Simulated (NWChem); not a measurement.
**One shape, several levels: doublet [HNO2]+**

Aim: a comparison of 4 runs (UHF/def2-TZVP, UPBE0/def2-TZVP, USVWN5/def2-TZVP, UMP2/def2-TZVP) of doublet [HNO2]+. 

The calculation is run with NWChem 7.3.0.

5 further runs of the same task are left out: 5 set aside as unsound or not needed.

### 1 The structure to begin with

[HNO2]+ has 4 atoms, charge +1, and is taken as a doublet. SMILES of the parent species: `O=NO`. Geometry: relaxed at PBE0-D4/def2-TZVP. That shape belongs to the parent species and isn't relaxed for this state.

Bond lengths: O1–N2 1.162 Å, N2–O3 1.397 Å, O3–H4 0.967 Å. Angles: O1–N2–O3 111.2°, N2–O3–H4 102.9°.

### 2 The energy at UHF/def2-TZVP (run 1)

hno2.nw

```
start hno2
memory 2200 mb
charge 1

geometry noautosym nocenter noautoz
  O      0.413650     0.047230     1.437260
  N      0.320150    -0.419400     0.377370
  O     -0.362650     0.434660    -0.492650
  H     -0.371140    -0.062490    -1.321980
end

basis spherical bse
  * library def2-TZVP
end

scf
  doublet
  uhf
  thresh 1e-08
  maxiter 80
  print medium
end

task scf energy
```

On the command line:

```
$ nwchem hno2.nw > hno2.out
```

What it wrote:

```text
[...]
  functions       =    99
[...]
  wavefunction    = UHF
[...]
         Total SCF energy =   -204.354273953661
      One electron energy =   -412.057776451192
      Two electron energy =    137.149630281079
 Nuclear repulsion energy =     70.553872216452
                       Sz =      0.5000
                 Sz(Sz+1) =      0.7500
                      S^2 =      0.8533
[...]
```

Run time: 1.8 min. Hardware: 1 thread of AMD EPYC 7R43 (Zen 3), shared host; peak memory 0.1 GiB.

### 3 The energy at UPBE0/def2-TZVP (run 2)

m1.nw

```
start m1
memory stack 880 mb heap 220 mb global 1100 mb
charge 1

geometry units angstrom noautosym nocenter noautoz
O     0.413650    0.047230    1.437260
N     0.320150   -0.419400    0.377370
O    -0.362650    0.434660   -0.492650
H    -0.371140   -0.062490   -1.321980
end

basis "ao basis" spherical bse
* library def2-TZVP
end

dft
xc pbe0
mult 2
grid fine
convergence energy 1e-08
iterations 100
mulliken
print medium
end

task dft energy
```

On the command line:

```
$ nwchem m1.nw > m1.out
```

What it wrote:

```text
[...]
          Wavefunction type:  spin polarized.
          No. of atoms     :     4
          No. of electrons :    23
[...]
          Charge           :     1
          Spin multiplicity:     2
[...]
          AO basis - number of functions:    99
[...]
              XC Information
              --------------
                         PBE0 Method XC Functional
                     Hartree-Fock (Exact) Exchange  0.250
          PerdewBurkeErnzerhof Exchange Functional  0.750
            Perdew 1991 LDA Correlation Functional  1.000 local
           PerdewBurkeErnz. Correlation Functional  1.000 non-local
[...]
 d= 0,ls=0.0,diis     1   -204.9834565599 -2.76D+02  6.19D-03  5.29D-01     4.0
[...]
 d= 0,ls=0.0,diis    15   -205.1689779022 -1.95D-09  1.38D-07  8.40D-11    37.3
[...]
         Total DFT energy =     -205.168977902187
      One electron energy =     -412.508971678151
           Coulomb energy =      160.498617077065
    Exchange-Corr. energy =      -23.712495517553
 Nuclear repulsion energy =       70.553872216452
[...]
      Total Density - Mulliken Population Analysis
     ---------------------------------------------
    Atom       Charge   Shell Charges
 -----------   ------   -------------------------------------------------------
    1 O    8     7.81   0.80  1.17  0.64  1.01  0.29  1.78  1.68  0.38  0.01  0.05  0.00
    2 N    7     6.54   0.82  1.15  0.64  0.82  0.19  1.34  1.22  0.20  0.02  0.12  0.01
    3 O    8     8.06   0.79  1.18  0.62  0.98  0.26  1.81  1.83  0.55  0.00  0.04  0.00
    4 H    1     0.58   0.24  0.29  0.01  0.04
[...]
      <S2> =      0.7593 (Exact =     0.7500)
[...]
```

It took 38 s on 1 thread of AMD EPYC 7R43 (Zen 3), shared host; peak memory 0.11 GiB.

### 4 A single-point energy at USVWN5/def2-TZVP (run 3)

run.py

```python
from ase import Atoms
from ase.calculators.nwchem import NWChem

system = Atoms(['O', 'N', 'O', 'H'], positions=[
    [0.413650, 0.047230, 1.437260],
    [0.320150, -0.419400, 0.377370],
    [-0.362650, 0.434660, -0.492650],
    [-0.371140, -0.062490, -1.321980],
])

calc = NWChem(
    label='input',
    theory='dft',
    memory='2200 mb',
    basis='def2-TZVP',
    basispar='spherical bse',
    charge=1,
    dft={'xc': 'slater vwn_5', 'mult': '2', 'grid': 'fine', 'convergence': 'energy 1e-08', 'iterations': '100', 'mulliken': None},
    task='energy',
)
system.calc = calc

print(f"energy = {system.get_potential_energy():.6f} eV")
```

On the command line:

```
$ export ASE_NWCHEM_COMMAND="nwchem PREFIX.nwi > PREFIX.nwo"
$ python run.py
```

What it wrote:

```text
energy = -5548.424654 eV
```

The calculator wrote input.nwi:

```
title "input"

permanent_dir input

scratch_dir input

start input

geometry units angstrom nocenter noautosym noautoz
  O  4.1365000000000002e-01 4.7230000000000001e-02 1.4372600000000000e+00
  N  3.2014999999999999e-01 -4.1940000000000000e-01 3.7736999999999998e-01
  O  -3.6264999999999997e-01 4.3465999999999999e-01 -4.9264999999999998e-01
  H  -3.7114000000000003e-01 -6.2489999999999997e-02 -1.3219799999999999e+00
end

charge 1

memory 2200 mb

basis spherical bse noprint
   * library def2-TZVP
end

dft
  xc slater vwn_5
  mult 2
  grid fine
  convergence energy 1e-08
  iterations 100
  mulliken
end

task dft energy
```

input.nwo:

```text
Northwest Computational Chemistry Package (NWChem) 7.3.0
             --------------------------------------------------------

           Job information
           ---------------

    nwchem branch   = 7.3.0
    use scalapack   = T
    input           = input.nwi
    prefix          = input.
    data base       = input/input.db
    status          = startup
    nproc           =        1

           Memory information
           ------------------

    heap     =     72089600 doubles =      550.0 Mbytes
    stack    =     72089597 doubles =      550.0 Mbytes
    global   =    144179200 doubles =     1100.0 Mbytes (distinct from heap & stack)
    total    =    288358397 doubles =     2200.0 Mbytes
    verify   = yes
    hardfail = no

[... 91 lines left out ...]
  convergence criterion.
[... 17 lines left out ...]
          Convergence on gradient requested:  5.00D-04
[... 22 lines left out ...]
          Convergence aids based upon iterative change in
[... 30 lines left out ...]
 1-e energy   =    -403.075007
[... 51 lines left out ...]
         Total DFT energy =     -203.900846829379
[... 2 lines left out ...]
    Exchange-Corr. energy =      -22.365352078705
[... 705 lines left out ...]
                     DFT Final Beta Molecular Orbital Analysis
[... 790 lines left out ...]
 center of mass
 --------------
 x =   0.19800727 y =   0.07124242 z =   0.76637138

 moments of inertia (a.u.)
 ------------------
         137.150791066994          15.181578937426         -44.838327804964
          15.181578937426         138.724379429973          18.537042707819
         -44.838327804964          18.537042707819          40.553971104027

     Multipole analysis of the density
     ---------------------------------

     L   x y z        total         alpha         beta         nuclear
     -   - - -        -----         -----         ----         -------
     0   0 0 0      1.000000    -12.000000    -11.000000     24.000000

     1   1 0 0      0.135525     -2.308876     -1.860225      4.304626
[... 8 lines of this table left out ...]
     2   0 0 2     -5.648044    -42.804762    -38.592164     75.748883

 Task  times  cpu:       21.0s     wall:       21.0s
 Total times  cpu:       21.0s     wall:       21.0s
```

It took 23 s on 1 thread of AMD EPYC 7R43 (Zen 3), shared host; peak memory 0.11 GiB.

### 5 The energy at UMP2/def2-TZVP (run 4)

run.py

```python
from ase import Atoms
from ase.calculators.nwchem import NWChem

molecule = Atoms('ONOH', positions=[
    [0.413650, 0.047230, 1.437260],
    [0.320150, -0.419400, 0.377370],
    [-0.362650, 0.434660, -0.492650],
    [-0.371140, -0.062490, -1.321980],
])

calc = NWChem(
    label='nw',
    theory='mp2',
    memory='2200 mb',
    basis='def2-TZVP',
    basispar='spherical bse',
    charge=1,
    scf={'nopen': '1', 'uhf': None, 'thresh': '1e-08', 'maxiter': '80'},
    mp2={'freeze': 'core 3', 'tight': None},
    task='energy',
)
molecule.calc = calc

print(f"energy = {molecule.get_potential_energy():.6f} eV")
```

On the command line:

```
$ export ASE_NWCHEM_COMMAND="nwchem PREFIX.nwi > PREFIX.nwo"
$ python run.py
```

What it wrote:

```text
energy = -5577.560368 eV
```

The calculator wrote nw.nwi:

```
title "nw"

permanent_dir nw

scratch_dir nw

start nw

geometry units angstrom nocenter noautosym noautoz
  O  4.1365000000000002e-01 4.7230000000000001e-02 1.4372600000000000e+00
  N  3.2014999999999999e-01 -4.1940000000000000e-01 3.7736999999999998e-01
  O  -3.6264999999999997e-01 4.3465999999999999e-01 -4.9264999999999998e-01
  H  -3.7114000000000003e-01 -6.2489999999999997e-02 -1.3219799999999999e+00
end

charge 1

memory 2200 mb

basis spherical bse noprint
   * library def2-TZVP
end

scf
  nopen 1
  uhf
  thresh 1e-08
  maxiter 80
end
mp2
  freeze core 3
  tight
end

task mp2 energy
```

nw.nwo:

```text
Northwest Computational Chemistry Package (NWChem) 7.3.0
             --------------------------------------------------------

           Job information
           ---------------

    nwchem branch   = 7.3.0
    use scalapack   = T
    input           = nw.nwi
    prefix          = nw.
    data base       = nw/nw.db
    status          = startup
    nproc           =        1

           Memory information
           ------------------

    heap     =     72089600 doubles =      550.0 Mbytes
    stack    =     72089597 doubles =      550.0 Mbytes
    global   =    144179200 doubles =     1100.0 Mbytes (distinct from heap & stack)
    total    =    288358397 doubles =     2200.0 Mbytes
    verify   = yes
    hardfail = no

[... 122 lines left out ...]
 Convergence threshold     :          1.000E-08
[... 18 lines left out ...]
       Final UHF  results
[... 3 lines left out ...]
      One electron energy =   -412.057776451242
[... 1 line left out ...]
 Nuclear repulsion energy =     70.553872216452
[... 34 lines left out ...]
          Final beta eigenvalues
[... 234 lines left out ...]
                     UHF Final Beta Molecular Orbital Analysis
[... 318 lines left out ...]
          -------------------------------------------
          SCF energy                -204.354273953695
          Correlation energy          -0.617290624113
          Singlet pairs                0.000000000000
          Triplet pairs                0.000000000000
          Total MP2 energy          -204.971564577808
          -------------------------------------------

          ---------------------------------------------------
                    Spin Component Scaled (SCS) MP2
          Same spin pairs                     -0.163346110140
          Same spin scaling factor             0.333333333333
          Opposite spin pairs                 -0.453944513972
          Opposite spin scaling fact.          1.200000000000
          SCS-MP2 correlation energy          -0.599182120147
          Total SCS-MP2 energy              -204.953456073842
          ---------------------------------------------------

 -----------------------
 Task  times  cpu:      107.9s     wall:      107.9s
 Total times  cpu:      108.0s     wall:      108.0s
```

Run time: 1.8 min. Hardware: 1 thread of AMD EPYC 7R43 (Zen 3), shared host; peak memory 0.24 GiB.

### 6 Overview of the runs

```
run             level  iteration cap  module  energy (Eh)  HOMO energy (eV)  LUMO energy (eV)   ⟨S²⟩  wall time
  1     UHF/def2-TZVP             80     scf  -204.354274            -23.45             -8.13  0.853    1.8 min
  2   UPBE0/def2-TZVP            100     dft  -205.168978            -18.96            -14.13  0.759       38 s
  3  USVWN5/def2-TZVP            100     dft  -203.900847            -17.05            -15.81  0.752       23 s
  4    UMP2/def2-TZVP             80     mp2  -204.971565            -23.45             -8.13  0.853    1.8 min
```

### 7 What came out

| quantity | value |
| --- | --- |
| run 4: total energy | -204.97156 Eh |
| run 4: HOMO energy (Hartree–Fock orbitals) (highest over α and β) | -23.45 eV |
| run 4: LUMO energy (Hartree–Fock orbitals) (lowest over α and β) | -8.13 eV |
| run 4: correlation energy (3 core orbitals frozen) | -617.3 mEh |
| run 4: ⟨S²⟩ of the reference determinant | 0.853 |

**Reading.** Totals of different functionals can't be ranked against each other. Spin contamination of the reference: run 1 ⟨S²⟩ = 0.85, run 4 ⟨S²⟩ = 0.85. All runs together took 4.6 min, the longest 1.8 min.
